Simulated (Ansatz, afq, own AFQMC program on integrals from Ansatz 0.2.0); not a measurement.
BO⁻, triplet: AFQMC among the cluster methods

```csv
atom,x (Å),y (Å),z (Å)
B,0.0000,0.0000,0.0000
O,0.0000,0.0000,1.2006
```

Basis aug-cc-pVDZ. Noble-gas cores (and the filled d shells of Ga–Kr and In–Xe) are frozen. AFQMC by an in-house program on the Cholesky factors that Ansatz 0.2.0 writes for its CCSD(T) run. ph-AFQMC/CISD is guided by a CISD state made of CCSD amplitudes; releasing the constraint for a short imaginary time cuts its bias at the price of noise, slowly where states lie close. ± is one standard error of the sampling.

Determinant: UHF, the one that the program's search chose, which needn't be the lowest solution. The geometry is a PBE0/def2-TZVP stationary point of this or a neighbouring charge and spin state.

No full CI on the walks' own integrals is used here; CCSDT(Q) serves as the reference and is uncertain by about the last step of the cluster series.

Cautions: lower spins were not checked; at this level and basis the anion state lies above a neutral one; the released energies are still falling, so no released level is given (meV from the phaseless value at times in 1/Eh: -5 ± 4 at 0.24, -8 ± 4 at 0.51, -11 ± 4 at 0.99, -13 ± 5 at 1.62, -21 ± 6 at 2.40), though the last usable value meets CCSDT(Q) within the noise.

- T1 diagnostic: 0.0288
- weight of the determinant in the CISD state: 0.897
- ⟨S²⟩ of the determinant: 2.028
- size of the correlated space: 10 electrons in 44 orbitals

Reference: CCSDT(Q), correlation energy -7.352 eV.

| level | E − E(reference) (kJ/mol) | share of correlation (%) |
| --- | --- | --- |
| HF | 709.3 | 0.00 |
| MP2 | 42.3 | 94.03 |
| CCSD | 32.2 | 95.46 |
| CCSD(T) | 5.0 | 99.30 |
| CCSDT | 2.7 | 99.61 |
| ph-AFQMC/CISD | 1.8 ± 0.4 | 99.74 |

A walk keeps the symmetry of its determinant, which the program's search chose and which needn't be the lowest solution, so a lower state of the same spin and another symmetry isn't excluded.
